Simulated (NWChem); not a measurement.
# nitrogen trifluoride (NF$_{3}$); SMILES FN(F)F

Computed with NWChem. The level has its own optimisation; frequencies are unscaled.

Task: Predict the results for PBE/def2-SVP. Quantities: r F–N (Å); highest harmonic frequency (cm⁻¹); lowest (cm⁻¹); zero-point energy (kcal/mol); dipole (D).

Result: 
| Quantity | Value |
|---|---|
| r F–N (Å) | 1.389 |
| highest harmonic frequency (cm⁻¹) | 1018 |
| lowest (cm⁻¹) | 467 |
| zero-point energy (kcal/mol) | 6.1 |
| dipole (D) | 0.05 |
